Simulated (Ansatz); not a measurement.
# LiH2O+ (SMILES [Li][OH2+]): functionals against CCSD(T) at one geometry

The task here is to estimate one member of a computed series from the others.

Program: Ansatz 0.2.0, Gaussian basis. Level of theory: single points in def2-TZVPP. These are calculated values, not measurements.

Cores are frozen in the correlated methods. The outer core shell of Li, Na, Mg and K is correlated.

## Starting geometry

SMILES `[Li][OH2+]`, 4 atoms, charge 1, spin multiplicity 1.

Atoms are counted from 1 here; the program's logs count them from 0.

Bond lengths: Li1–O2 1.827 Å, O2–H3 0.998 Å, O2–H4 0.924 Å. Angles: Li1–O2–H3 132.0°, Li1–O2–H4 128.9°, H3–O2–H4 99.0°.

As a file:

```tsv
atom	x (Å)	y (Å)	z (Å)
Li1	-1.21270	0.97290	-0.56970
O2	0.12420	-0.10810	0.04730
H3	0.88020	0.05730	0.67760
H4	0.30650	-0.98730	-0.17000
```

The first run:

run/in.yaml reads:

```yaml
crystal:
  periodic: [false, false, false]
  atoms:
    - {symbol: Li, position_ang: [-1.212700, 0.972900, -0.569700]}
    - {symbol: O, position_ang: [0.124200, -0.108100, 0.047300]}
    - {symbol: H, position_ang: [0.880200, 0.057300, 0.677600]}
    - {symbol: H, position_ang: [0.306500, -0.987300, -0.170000]}
basis:
  gaussian: {orbitals: def2-TZVPP}
total_charge: 1
correlation: {method: ccsd_t}
output: {forces: true}
```

No record of the launch command was kept for these runs.

Among the steps run: CCSD(T)/def2-TZVPP; PBE0-D4/def2-TZVPP; wB97M-V/def2-TZVPP; r2SCAN-D4/def2-TZVPP; PBE-D4/def2-TZVPP; BHLYP-D4/def2-TZVPP; HSE06-D4/def2-TZVPP.

One table of the session follows, with a row left open; its other results are not shown here.

```
   method  RMS force component (eV/Å)  angle to CCSD(T) forces (°)
  CCSD(T)                       1.211                    reference
  PBE0-D4                       1.216                          1.5
  wB97M-V                       1.214                          1.4
r2SCAN-D4                       1.208                          1.7
   PBE-D4                           ?                            ?
 BHLYP-D4                       1.211                         11.0
 HSE06-D4                       1.216                          1.5
```

Estimate the missing values for PBE-D4.

As computed: RMS force component (eV/Å): 1.267; angle to CCSD(T) forces (°): 12.4. In the column «RMS force component (eV/Å)» it is the highest.
